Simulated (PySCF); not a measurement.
**Static response to an electric field**

C4H9NO.
Atom-mapped SMILES: `[CH3:1][CH2:2][CH2:3][NH:4][CH:5]=[O:6]` (hydrogens: H7, H8, H9 on C1; H10, H11 on C2; H12, H13 on C3; H14 on N4; H15 on C5)

Cartesian coordinates in Å at the GFN2-xTB level; atoms count from 1:
```xyz
15
C4H9NO angstrom
C     -1.5797    0.6421   -0.1299
C     -1.0451   -0.7810   -0.2294
C      0.3217   -0.9229    0.4412
N      1.3277   -0.1121   -0.2088
C      1.9513    0.9060    0.4091
O      1.7983    1.2283    1.5601
H     -1.6841    0.9333    0.9121
H     -2.5507    0.7195   -0.6124
H     -0.9007    1.3436   -0.6095
H     -0.9644   -1.0745   -1.2794
H     -1.7388   -1.4694    0.2556
H      0.2746   -0.5787    1.4765
H      0.6372   -1.9723    0.4272
H      1.4937   -0.2824   -1.1880
H      2.6544    1.4284   -0.2688
```

Level: PBE0/def2-SVPD (PySCF), static field, nuclei fixed, core orbitals frozen in the response. The polarisability tensor in these axes (au):

```
x   63.81  6.36  1.74
y    6.36 61.16  4.03
z    1.74  4.03 59.35
```

**Question.** Give the principal values, the mean and the anisotropy Δα = √{½[(α1 − α2)² + (α2 − α3)² + (α1 − α3)²]}.

**Answer.** Principal values 54.81, 59.12 and 70.39 au; mean 61.44 au = 9.10 Å³ = 10.13 × 10⁻⁴⁰ C²·m²/J; Δα = 13.94 au (23 % of the mean).

**Question.** What is the dipole moment, and where does it point?

**Answer.** (-0.87, -2.02, -3.33) D, 3.99 D in size, pointing from the negative to the positive side. Measured along this direction, the outermost atoms are O6 at the negative end and H10 at the positive end.

**Question.** Form Σ f/ω² (atomic units) for the 8 lowest TDDFT singlets, given as eV and f, and set it beside the mean polarisability, which is this sum over all singlets: 5.82, 0.0011; 6.71, 0.0099; 6.89, 0.0269; 7.38, 0.1767; 7.67, 0.0401; 7.73, 0.0699; 7.93, 0.0094; 7.96, 0.0018.

**Answer.** They add up to 4.52 au, 7.3 % of the 61.44 au; the largest single term is 2.40 au, from the state at 7.38 eV. Terms in order: 0.03, 0.16, 0.42, 2.40, 0.50, 0.87, 0.11, 0.02 au. Higher excitations give the rest. The strengths listed sum to 0.336.

**Question.** Orientational against electronic polarisability at 250 K (dilute gas, rigid molecules)?

**Answer.** In Gaussian units μ²/3kT = 153.91 Å³ against 9.10 Å³, a ratio of 16.90; the Debye molar polarisation (4π/3)N_A(α + μ²/3kT) is 411.2 cm³/mol, leaving out the vibrational part.

**Question.** Refractivity n − 1 of an ideal gas of it at 500 K and 1 atm, from the electronic α?

**Answer.** N = p/kT = 1.4678 × 10¹⁹ cm⁻³, so n − 1 = 2π × N × 9.10 × 10⁻²⁴ cm³ = 840 × 10⁻⁶ at long wavelengths, for an ideal gas.

**Question.** What depolarisation ratio follows for Rayleigh scattering of linearly polarised light, taking the static tensor?

**Answer.** ρ = 3Δα²/(45ᾱ² + 4Δα²) = 582.6/(169878 + 776.8) = 0.00341.

Isolated species at its GFN2-xTB geometry (one conformer only).
